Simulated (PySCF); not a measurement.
HS, SMILES [SH], multiplicity 2. Atoms are numbered in the order given.

```xyz
2

S      0.0000     0.0000    -0.0798
H      0.0000     0.0000     1.2774
```
Charge 0, spin multiplicity 2.

The structure is a stationary point at PBE-D3(BJ)/def2-TZVPD.

Calculation: PBE-D3(BJ)/def2-TZVPD in PySCF.

Frequencies are harmonic and unscaled.

Computed harmonic wavenumbers and intensities:
```tsv
mode	ν (cm⁻¹)	IR (km/mol)	moving atoms (share of kinetic energy)
1	2612	0.2	H 97 %
```
